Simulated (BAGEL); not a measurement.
# A workflow on CH4OSi (SMILES CO[SiH])

Aim: a single-point energy (HF/def2-SV(P)), then a single-point energy (NEVPT2(2,2)/def2-SV(P)), then a single-point energy (CASPT2(2,2)/def2-SV(P)) of CH4OSi. 

Program for the calculation: BAGEL 1.2.2.

2 further runs of the same task are left out: 2 set aside as unsound or not needed.

## (1) The molecule

CH4OSi has 7 atoms, charge 0, and is taken as a singlet. SMILES: `CO[SiH]`. The C1–O2 distance was set to 2.679 Å, away from the relaxed value. At this shape a bond of the SMILES string is far longer than usual.

Bond lengths: O2–Si3 1.639 Å, C1–H4 1.092 Å, C1–H5 1.095 Å, C1–H6 1.092 Å, Si3–H7 1.552 Å. Angles: O2–Si3–H7 97.1°, H4–C1–H5 109.5°, H4–C1–H6 108.5°, H5–C1–H6 109.5°.

## (2) The energy at HF/def2-SV(P) (density fitting with svp-jkfit) (run 1)

Contents of calc.json:

```json
{ "bagel" : [

{
  "title" : "molecule",
  "basis" : "def2-sv_p_.json",
  "df_basis" : "svp-jkfit",
  "geometry" : [
    { "atom" : "C", "xyz" : [    -1.08598403,     2.50250950,    -2.43577572 ] },
    { "atom" : "O", "xyz" : [    -0.83752662,    -0.84376271,     1.35606747 ] },
    { "atom" : "Si", "xyz" : [     1.50592275,    -2.62161705,     2.32417416 ] },
    { "atom" : "H", "xyz" : [    -2.56752931,     1.92670995,    -3.75291483 ] },
    { "atom" : "H", "xyz" : [     0.72097209,     2.61967252,    -3.43770851 ] },
    { "atom" : "H", "xyz" : [    -1.57145467,     4.35822056,    -1.67251533 ] },
    { "atom" : "H", "xyz" : [     3.48030860,    -1.73023324,     0.34789858 ] }
  ]
},

{
  "title" : "hf"
},

{
  "title" : "print",
  "file" : "orbitals.molden",
  "orbitals" : true
}

]}
```

The basis set def2-SV(P) is read from a file made from the Basis Set Exchange's data (not shown).

Command:

```bash
$ BAGEL_NUM_THREADS=1 BAGEL calc.json > calc.out
```

What it wrote:

```text
* using 1 threads per process

  ===============================================================
  ===============================================================

  *** Geometry ***

  { "atom" : "C", "xyz" : [     -1.085984,      2.502509,     -2.435776 ] },
  { "atom" : "O", "xyz" : [     -0.837527,     -0.843763,      1.356067 ] },
  { "atom" : "Si", "xyz" : [      1.505923,     -2.621617,      2.324174 ] },
  { "atom" : "H", "xyz" : [     -2.567529,      1.926710,     -3.752915 ] },
  { "atom" : "H", "xyz" : [      0.720972,      2.619673,     -3.437709 ] },
  { "atom" : "H", "xyz" : [     -1.571455,      4.358221,     -1.672515 ] },
  { "atom" : "H", "xyz" : [      3.480309,     -1.730233,      0.347899 ] },

  Number of auxiliary basis functions:      352

  Since a DF basis is specified, we compute 2- and 3-index integrals:
    o Being stored without compression. Storage requirement is 0.008 GB

  Number of basis functions:       54
  Number of electrons      :       32

    * METHOD: MOLECULE                             0.09

  *** RHF ***

  === Nuclear Repulsion ===
    83.3226524159

      * DIIS with orbital gradients will be used.

  === RHF iteration (def2-sv_p_.json) ===
      0       -402.70572353          0.04449890           0.02
      1       -401.32390941          0.09207597           0.02
      2       -403.38960398          0.02079346           0.02
      3       -403.53440076          0.01012262           0.02
      4       -403.55856243          0.00413888           0.02
      5       -403.56631672          0.00098458           0.02
      6       -403.56722660          0.00039338           0.02
      7       -403.56742855          0.00014505           0.02
      8       -403.56744450          0.00006719           0.02
      9       -403.56744913          0.00001643           0.02
     10       -403.56744950          0.00001358           0.02
     11       -403.56744962          0.00000613           0.02
     12       -403.56744966          0.00000282           0.02
     13       -403.56744966          0.00000108           0.02
     14       -403.56744966          0.00000051           0.02
     15       -403.56744967          0.00000023           0.02
     16       -403.56744967          0.00000008           0.02
     17       -403.56744967          0.00000006           0.02
     18       -403.56744967          0.00000001           0.02
     19       -403.56744967          0.00000001           0.02
    * SCF iteration converged.

    * Permanent dipole moment:
           (    0.048355,    -1.446678,     1.667138) a.u.

    * METHOD: HF                                   0.44

    * METHOD: PRINT                                0.01

  ===============================================================
```

Run time: 0.66 s. Hardware: 1 thread of Arm Neoverse V1, shared host; peak memory 0.14 GiB.

## (3) The energy at NEVPT2(2,2)/def2-SV(P) (density fitting with svp-jkfit) (run 2)

Contents of job.json:

```json
{ "bagel" : [

{
  "title" : "molecule",
  "basis" : "def2-sv_p_.json",
  "df_basis" : "svp-jkfit",
  "geometry" : [
    { "atom" : "C", "xyz" : [ -1.08598403,  2.50250950, -2.43577572 ] },
    { "atom" : "O", "xyz" : [ -0.83752662, -0.84376271,  1.35606747 ] },
    { "atom" : "Si", "xyz" : [  1.50592275, -2.62161705,  2.32417416 ] },
    { "atom" : "H", "xyz" : [ -2.56752931,  1.92670995, -3.75291483 ] },
    { "atom" : "H", "xyz" : [  0.72097209,  2.61967252, -3.43770851 ] },
    { "atom" : "H", "xyz" : [ -1.57145467,  4.35822056, -1.67251533 ] },
    { "atom" : "H", "xyz" : [  3.48030860, -1.73023324,  0.34789858 ] }
  ]
},
{
  "title" : "hf"
},
{
  "title" : "nevpt2",
  "nstate" : 1,
  "nact" : 2,
  "nclosed" : 15,
  "active" : [13, 17],
  "maxiter" : 200,
  "natocc" : true,
  "ncore" : 7
},
{
  "title" : "print",
  "file" : "orbitals.molden",
  "orbitals" : true
}

]}
```

The basis set def2-SV(P) is read from a file made from the Basis Set Exchange's data (not shown).

Command:

```bash
$ BAGEL_NUM_THREADS=1 BAGEL job.json > job.out
```

What it wrote:

```text
* using 1 threads per process

  ===============================================================
  ===============================================================

  *** Geometry ***

  { "atom" : "C", "xyz" : [     -1.085984,      2.502509,     -2.435776 ] },
  { "atom" : "O", "xyz" : [     -0.837527,     -0.843763,      1.356067 ] },
  { "atom" : "Si", "xyz" : [      1.505923,     -2.621617,      2.324174 ] },
  { "atom" : "H", "xyz" : [     -2.567529,      1.926710,     -3.752915 ] },
  { "atom" : "H", "xyz" : [      0.720972,      2.619673,     -3.437709 ] },
  { "atom" : "H", "xyz" : [     -1.571455,      4.358221,     -1.672515 ] },
  { "atom" : "H", "xyz" : [      3.480309,     -1.730233,      0.347899 ] },

  Number of auxiliary basis functions:      352

[... 21 lines left out ...]
    * SCF iteration converged.
[... 1 line left out ...]
    * Permanent dipole moment:
[... 28 lines left out ...]
    * Second-order optimization converged. *

     guess   0:   closed 1.                   open ..

  === FCI iteration ===

      0  0      -403.52804757     1.11e-01      0.00
      1  0      -403.64433177     4.45e-02      0.00
      2  0 *    -403.66785535     6.89e-16      0.00

     * ci vector, state   0, <S^2> = 0.0000
       2.     0.8380949055
       .2    -0.5455244536

  === DF-NEVPT2 calculation ===

    * 3-index integral transformation done
    * assembly done

      NEVPT2 correlation energy:   -0.3389485416      0.05

          (+0)     -0.2355007974
          (+0)'    -0.0206129920
          (+1)     -0.0212335759
          (+1)'    -0.0000000000
          (+2)     -0.0002993444
          (-1)     -0.0608605987
          (-1)'     0.0000000000
          (-2)     -0.0004412332

      NEVPT2 total energy:       -404.0068038885

    * METHOD: NEVPT2                               1.78

    * METHOD: PRINT                                0.01

  ===============================================================
```

Wall time 2.5 s (1 thread of Arm Neoverse V1, shared host); peak memory 0.14 GiB.

## (4) A single-point energy at CASPT2(2,2)/def2-SV(P) (density fitting with svp-jkfit) (run 3)

Contents of calc.json:

```json
{ "bagel": [

{
  "title": "molecule",
  "basis": "def2-sv_p_.json",
  "df_basis": "svp-jkfit",
  "angstrom": "false",
  "geometry": [
    { "atom": "C", "xyz": [    -1.08598403,     2.50250950,    -2.43577572 ] },
    { "atom": "O", "xyz": [    -0.83752662,    -0.84376271,     1.35606747 ] },
    { "atom": "Si", "xyz": [     1.50592275,    -2.62161705,     2.32417416 ] },
    { "atom": "H", "xyz": [    -2.56752931,     1.92670995,    -3.75291483 ] },
    { "atom": "H", "xyz": [     0.72097209,     2.61967252,    -3.43770851 ] },
    { "atom": "H", "xyz": [    -1.57145467,     4.35822056,    -1.67251533 ] },
    { "atom": "H", "xyz": [     3.48030860,    -1.73023324,     0.34789858 ] }
  ]
},

{ "title": "hf" },

{ "title": "casscf", "nstate": 1, "nact": 2, "nclosed": 15, "active": [13, 17], "maxiter": 200, "natocc": "true" },

{ "title": "print", "file": "orbitals.molden", "orbitals": "true" },

{ "title": "smith", "method": "caspt2", "ms": "true", "xms": "true", "sssr": "true", "shift": 0.2, "shift_imag": "true", "ncore": 7 }

]}
```

The basis set def2-SV(P) is read from a file made from the Basis Set Exchange's data (not shown).

Command:

```bash
$ BAGEL_NUM_THREADS=1 BAGEL calc.json > calc.out
```

What it wrote:

```text
* using 1 threads per process

  ===============================================================
  ===============================================================

  *** Geometry ***

  { "atom" : "C", "xyz" : [     -1.085984,      2.502509,     -2.435776 ] },
  { "atom" : "O", "xyz" : [     -0.837527,     -0.843763,      1.356067 ] },
  { "atom" : "Si", "xyz" : [      1.505923,     -2.621617,      2.324174 ] },
  { "atom" : "H", "xyz" : [     -2.567529,      1.926710,     -3.752915 ] },
  { "atom" : "H", "xyz" : [      0.720972,      2.619673,     -3.437709 ] },
  { "atom" : "H", "xyz" : [     -1.571455,      4.358221,     -1.672515 ] },
  { "atom" : "H", "xyz" : [      3.480309,     -1.730233,      0.347899 ] },

  Number of auxiliary basis functions:      352

[... 21 lines left out ...]
    * SCF iteration converged.
[... 1 line left out ...]
    * Permanent dipole moment:
[... 27 lines left out ...]
    * Second-order optimization converged. *
[... 9 lines left out ...]
     * ci vector, state   0, <S^2> = 0.0000
[... 16 lines left out ...]
    * Zeroth order energy : state  0       -0.4266809860
[... 4 lines left out ...]
       #      aibj      arbs      arbi      airj      risj      airs      arst      rist         Etot      error   time
[... 2 lines left out ...]
       0  -0.23419  -0.00055  -0.06617  -0.02399  -0.00049  -0.02124  -0.00000  -0.00000   -0.3466438  0.0013801   0.02
       1  -0.23429  -0.00056  -0.06629  -0.02406  -0.00051  -0.02151  -0.00000  -0.00000   -0.3472260  0.0002416   0.02
       2  -0.23430  -0.00056  -0.06629  -0.02407  -0.00051  -0.02152  -0.00000  -0.00001   -0.3472482  0.0000557   0.02
       3  -0.23430  -0.00056  -0.06629  -0.02406  -0.00051  -0.02153  -0.00000  -0.00000   -0.3472496  0.0000112   0.02
       4  -0.23430  -0.00056  -0.06629  -0.02406  -0.00051  -0.02153   0.00000   0.00000   -0.3472497  0.0000019   0.02
       5  -0.23430  -0.00056  -0.06629  -0.02406  -0.00051  -0.02153   0.00000   0.00000   -0.3472497  0.0000004   0.02

      ------------------------------------------------------------------------------------------------------------------

    * CASPT2 energy : state  0     -404.0178445810
        w/o shift correction       -404.0151050023
        reference weight              0.8838181538

    * METHOD: SMITH                                0.18

  ===============================================================
```

It took 2.5 s on 1 thread of Arm Neoverse V1, shared host; peak memory 0.14 GiB.

## (5) Summary of results

| quantity | value |
| --- | --- |
| run 1, HF/def2-SV(P): total energy | -403.56745 Eh |
| run 1, HF/def2-SV(P): dipole moment | 5.61 D |
| run 1, HF/def2-SV(P): HOMO energy | -7.37 eV |
| run 1, HF/def2-SV(P): LUMO energy | -0.96 eV |
| run 1, HF/def2-SV(P): HOMO–LUMO gap | 6.42 eV |
| run 2, NEVPT2(2,2)/def2-SV(P): total energy | -404.00680 Eh |
| run 3, CASPT2(2,2)/def2-SV(P): total energy | -404.01784 Eh |

What this shows: One bond (run 1, HF/def2-SV(P)) is far stretched, which a spin-restricted single reference describes badly; a broken-symmetry solution may lie lower.
